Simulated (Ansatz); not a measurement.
`C/C=N/O`, charge 0, multiplicity 1.

**Question.** Give a relaxed structure at PBE0-D4/def2-TZVP (the Gaussian-basis code of Ansatz). (An estimate is asked.)

**Answer.** Ansatz gave: 
Z-matrix (Å, degrees):
```
C
C 1 1.484
H 1 1.094 2 110.7
H 1 1.090 2 110.4 3 120.8
H 1 1.094 2 110.7 3 -118.4
N 2 1.265 1 120.1 3 -120.8
H 2 1.092 1 119.8 3 59.2
O 6 1.386 2 111.8 1 180.0
H 8 0.961 6 102.9 2 180.0
```
Point group Cs.
This is one stationary point; other conformers may exist.
